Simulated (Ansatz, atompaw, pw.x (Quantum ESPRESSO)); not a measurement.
hydrogen (fcc): variants of one PAW (atompaw) potential in the solid

hydrogen (H), PAW, made with atompaw 4.2.0.5 (PBEsol, scalar-relativistic). Core none, reference 1s1. Waves: 1s (bound): rc 1.70 bohr; 1s channel at -0.15 Ry: rc 1.70 bohr; 2p channel at 0.1 Ry: rc 1.70 bohr. Local part: bessel scheme, radius 1.15 bohr. Core correction: none. Augmentation charge: sinc compensation charge, radius 1.35 bohr; PAW radius 1.70 bohr; waves and projectors: custom rrkj vanderbiltortho.

Crystal test: fcc H in pw.x 7.5, no spin, 18³ k-points, Fermi–Dirac smearing 0.01 Ry, cutoffs set for each file from its atomic test. The reference is all-electron LAPW (Ansatz 0.2.0) with the same functional, mesh and smearing; V0 and B0 come from Birch–Murnaghan fits to the pressures at five volumes. Errors are pseudo minus all-electron; Δ is the rms difference of the E(V) curves that follow from these fits, minima aligned, over ±6 % about the mean V0. Mesh and smearing are coarse, so the numbers serve the comparison and aren't converged zero-temperature values; the lattice is a test structure that the element need not adopt.

All-electron: a0 = 2.267 Å (V0 = 2.91 Å³/atom), B0 = 114.1 GPa.

Base: The largest radius (1.70 bohr) exceeds half the bond length (1.52 bohr), so the spheres overlap, which is one possible source of error among others.

```csv
change,cutoffs (Ry),pw.x,a0 (Å),a0 error (%),B0 error (%),Δ (meV/atom),mean pressure error (GPa)
base,40/400,converged,2.269,+0.05,+0.1,0.1,+0.17
wave 1s channel at -0.15 Ry: rc 1.70 bohr becomes 1s channel at -0.34 Ry: rc 1.70 bohr,40/400,converged,2.269,+0.05,+0.1,0.1,+0.17
wave 1s channel at -0.15 Ry: rc 1.70 bohr becomes 1s channel at 0.6 Ry: rc 1.70 bohr,40/400,converged,2.268,+0.04,+0.1,0.1,+0.15
wave 1s channel at -0.15 Ry: rc 1.70 bohr becomes 1s channel at 7.51 Ry: rc 1.70 bohr,40/400,converged,2.291,+1.04,-2.6,2.3,+3.64
```

Q: Give the row for: wave 1s channel at -0.15 Ry: rc 1.70 bohr becomes 1s channel at 2.58 Ry: rc 1.70 bohr.

A: pw.x: converged; mean pressure error (GPa): +0.08; a0 (Å): 2.268; a0 error (%): +0.02; B0 error (%): +0.1; Δ (meV/atom): 0.1.
